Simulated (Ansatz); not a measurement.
**How the LA phonon frequency at L of rock-salt KI moves with the method**

No measured value is used here.

```json
[
 {"level (code)": "LDA (Ansatz)", "value (cm⁻¹)": "70", "cell (Å³/atom)": "39.61"},
 {"level (code)": "PBE (Ansatz)", "value (cm⁻¹)": "63", "cell (Å³/atom)": "46.30"},
 {"level (code)": "r²SCAN (Ansatz)", "value (cm⁻¹)": "67", "cell (Å³/atom)": "44.59"}
]
```

Each level is taken at its own relaxed cell. Cutoffs differ between the levels. Ansatz's density-functional and Hartree–Fock values are scalar-relativistic unless marked +SOC, with PAW data made under PBE.

Ansatz is a program for electronic structure.
